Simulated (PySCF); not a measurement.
**A search over the determinants of SF**

Unrestricted PBE0; basis S aug-cc-pV(D+d)Z, F aug-cc-pVDZ; no relativity; PySCF 2.14. Outer shells of the fragments: S 3s2 3p4; F 2s2 2p5.

Followed along the bond (rough minima from three points):

```tsv
2Ms+1	unpaired	⟨S²⟩ at the start	R at minimum (Å)	Te (eV)
2	π ↑	0.75	1.63	0.00
4	σ ↑, π ↑↑	3.75	none in the scan	≤ 2.01
```

Solutions found at the starting distance of 1.600 Å, counted from the lowest of them; the search is not exhaustive and high or unbound solutions are not listed, so other states can lie among these:

```json
{"2Ms+1": "2", "unpaired": "π ↑", "term": "²Π", "E (eV)": "0.00", "⟨S²⟩": "0.75", "⟨Lz²⟩": "1.01", "μ (D)": "-0.72"}
{"2Ms+1": "4", "unpaired": "σ ↑, π ↑↑", "term": "⁴Σ⁻", "E (eV)": "2.54", "⟨S²⟩": "3.75", "⟨Lz²⟩": "0.00", "μ (D)": "-0.68"}
{"2Ms+1": "2", "unpaired": "σ ↑, π ↑↓", "term": "mixed", "E (eV)": "3.28", "⟨S²⟩": "1.76", "⟨Lz²⟩": "2.03", "μ (D)": "-0.60"}
{"2Ms+1": "2", "unpaired": "σ ↓, π ↑↑", "term": "mixed", "E (eV)": "3.32", "⟨S²⟩": "1.76", "⟨Lz²⟩": "0.00", "μ (D)": "-0.63"}
{"2Ms+1": "2", "unpaired": "σ ↑", "term": "mixed", "E (eV)": "4.52", "⟨S²⟩": "0.75", "⟨Lz²⟩": "2.01", "μ (D)": "-0.39"}
{"2Ms+1": "4", "unpaired": "π ↑↑↑", "term": "⁴Π", "E (eV)": "7.82", "⟨S²⟩": "3.76", "⟨Lz²⟩": "1.00", "μ (D)": "0.82"}
{"2Ms+1": "4", "unpaired": "σ ↑↑, π ↑", "term": "⁴Π", "E (eV)": "8.50", "⟨S²⟩": "3.76", "⟨Lz²⟩": "1.01", "μ (D)": "0.49"}
{"2Ms+1": "2", "unpaired": "π ↑", "term": "²Π", "E (eV)": "8.63", "⟨S²⟩": "0.76", "⟨Lz²⟩": "1.02", "μ (D)": "-0.23"}
{"2Ms+1": "4", "unpaired": "σ ↑, π ↑↑", "term": "mixed", "E (eV)": "9.02", "⟨S²⟩": "3.76", "⟨Lz²⟩": "2.02", "μ (D)": "2.78"}
```

A term symbol is given only where ⟨S²⟩ and ⟨Lz²⟩ are close to those of a pure state; real π, δ and φ orbitals otherwise mix terms. A positive dipole means S(−)F(+).

Counting both spins, an empty level lies below a filled one in some of these solutions, because spin and occupation are held.
